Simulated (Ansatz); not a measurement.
Reaction (substitution at a C–N bond): `CN(C)P` + `C=C(O)S` → `C=C(O)SC` + `CNP`

Computed with Ansatz on PBE0-D4/def2-TZVP structures; ΔE is electronic, products minus reactants. CCSD(T)/CBS is the MP2 limit (def2-TZVPP, def2-QZVPP) plus CCSD(T) − MP2 in def2-TZVPP, frozen cores. DFT in def2-TZVPP. B3LYP here is the variant with VWN-RPA as its local correlation; programs differ in this. Each species was taken in one conformer, which may not be the lowest.

`CN(C)P`:

Z-matrix (Å, degrees):
```
C
N 1 1.447
H 1 1.102 2 113.0
H 1 1.095 2 109.7 3 -120.2
H 1 1.091 2 109.9 3 120.9
C 2 1.443 1 113.5 3 60.6
P 2 1.700 1 115.7 3 -83.3
H 6 1.091 2 110.0 1 170.7
H 6 1.095 2 109.9 1 51.7
H 6 1.102 2 112.6 1 -68.7
H 7 1.421 2 97.8 1 -167.6
H 7 1.438 2 102.7 1 98.5
```

`C=C(O)S`:

Cartesian coordinates in Å:
```
C 0.886 0.789 -0.562
C 0.024 -0.088 -0.062
O -0.704 -0.907 -0.859
S -0.185 -0.294 1.681
H 1.087 0.805 -1.625
H 1.381 1.498 0.083
H -0.968 -1.678 -0.347
H -1.521 -0.124 1.691
```

`C=C(O)SC`:

Cartesian coordinates in Å:
```
C -1.818 0.867 0.250
C -0.838 0.187 -0.335
O -0.386 0.523 -1.572
S -0.092 -1.216 0.424
C 1.627 -0.667 0.532
H -2.335 1.651 -0.290
H -2.101 0.647 1.268
H 0.006 -0.262 -1.970
H 2.196 -1.514 0.913
H 2.023 -0.387 -0.444
H 1.717 0.171 1.223
```

`CNP`:

Cartesian coordinates in Å:
```
C -0.581 1.014 -0.427
N -0.382 -0.284 0.186
P 1.144 -0.631 0.849
H -0.102 1.776 0.191
H -1.648 1.245 -0.473
H -0.168 1.097 -1.441
H -0.857 -1.029 -0.300
H 0.791 -1.793 1.584
H 1.804 -1.396 -0.169
```

```json
{"level": "PBE-D4", "ΔE (kJ/mol)": "-17.0", "difference from CCSD(T)/CBS": "-0.3"}
{"level": "r2SCAN-D4", "ΔE (kJ/mol)": "-17.7", "difference from CCSD(T)/CBS": "-1.0"}
{"level": "PBE0-D4", "ΔE (kJ/mol)": "-17.5", "difference from CCSD(T)/CBS": "-0.8"}
{"level": "B3LYP-D4", "ΔE (kJ/mol)": "-16.2", "difference from CCSD(T)/CBS": "0.5"}
{"level": "ωB97X-V", "ΔE (kJ/mol)": "-16.2", "difference from CCSD(T)/CBS": "0.5"}
{"level": "ωB97M-V", "ΔE (kJ/mol)": "-16.9", "difference from CCSD(T)/CBS": "-0.2"}
{"level": "B2PLYP", "ΔE (kJ/mol)": "-17.4", "difference from CCSD(T)/CBS": "-0.7"}
{"level": "PBE", "ΔE (kJ/mol)": "-18.6", "difference from CCSD(T)/CBS": "-1.9"}
{"level": "r2SCAN", "ΔE (kJ/mol)": "-18.0", "difference from CCSD(T)/CBS": "-1.3"}
{"level": "PBE0", "ΔE (kJ/mol)": "-18.8", "difference from CCSD(T)/CBS": "-2.1"}
{"level": "B3LYP", "ΔE (kJ/mol)": "-18.8", "difference from CCSD(T)/CBS": "-2.1"}
{"level": "HF/def2-TZVPP", "ΔE (kJ/mol)": "-19.1", "difference from CCSD(T)/CBS": "-2.4"}
{"level": "MP2/def2-TZVPP", "ΔE (kJ/mol)": "-15.2", "difference from CCSD(T)/CBS": "1.5"}
{"level": "SCS-MP2/def2-TZVPP", "ΔE (kJ/mol)": "-15.1", "difference from CCSD(T)/CBS": "1.6"}
{"level": "CCSD/def2-TZVPP", "ΔE (kJ/mol)": "-13.7", "difference from CCSD(T)/CBS": "3.0"}
{"level": "CCSD(T)/def2-TZVPP", "ΔE (kJ/mol)": "-13.4", "difference from CCSD(T)/CBS": "3.3"}
{"level": "HF/def2-QZVPP", "ΔE (kJ/mol)": "-19.1", "difference from CCSD(T)/CBS": "-2.4"}
{"level": "MP2/def2-QZVPP", "ΔE (kJ/mol)": "-17.1", "difference from CCSD(T)/CBS": "-0.4"}
{"level": "SCS-MP2/def2-QZVPP", "ΔE (kJ/mol)": "-17.1", "difference from CCSD(T)/CBS": "-0.4"}
{"level": "HF/CBS(def2)", "ΔE (kJ/mol)": "-19.1", "difference from CCSD(T)/CBS": "-2.4"}
{"level": "MP2/CBS(def2)", "ΔE (kJ/mol)": "-18.5", "difference from CCSD(T)/CBS": "-1.8"}
{"level": "CCSD/CBS(def2)", "ΔE (kJ/mol)": "-17.0", "difference from CCSD(T)/CBS": "-0.3"}
{"level": "CCSD(T)/CBS", "ΔE (kJ/mol)": "-16.7", "difference from CCSD(T)/CBS": "0"}
```

Largest T1 diagnostic among the species: 0.012.

In def2-TZVPP, CCSD(T) changes the Hartree–Fock value by +5.7 kJ/mol (the triples alone add +0.3 kJ/mol) and MP2 by +4.0 kJ/mol.
